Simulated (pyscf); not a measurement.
`[O]=[Ta]([OH])([OH])[OH]` + `[FH]` -> `[OH][Ta]([OH])([OH])([OH])[F]`, gas phase, singlet surface. Single points on ωB97X-D3(BJ)/def2-SVP structures (PySCF, gas phase). ΔG in kcal/mol from ωB97M-D3(BJ)/def2-TZVP energies (ideal gas, 1 atm, RRHO with modes under 100 cm⁻¹ raised to 100, one conformer, R ln 2 for chiral ones without a mode under 150 cm⁻¹).

```tsv
T (K)	ΔG
298	-20.9
600	-11.0
900	?
1200	+7.9
```

Task: Fit a line to the three values, predict ΔG at 900 K, and estimate where the reaction turns unfavourable at 1 atm of each gas.

Result: Least squares gives ΔG = -30.3 + 31.9 × T/1000 K, so ΔS is about -133 J/(mol K) and ΔH about -30.3 kcal/mol over this range (ΔH at 298 K: -30.8). At 900 K the line gives -1.6; the computed value is -1.4. ΔG = 0 falls near 950 K; 1 kcal/mol in the energy moves that by 31 K. This is thermodynamics alone and says nothing of the barrier. Elements past Kr carry the def2 core potentials, without spin-orbit coupling.
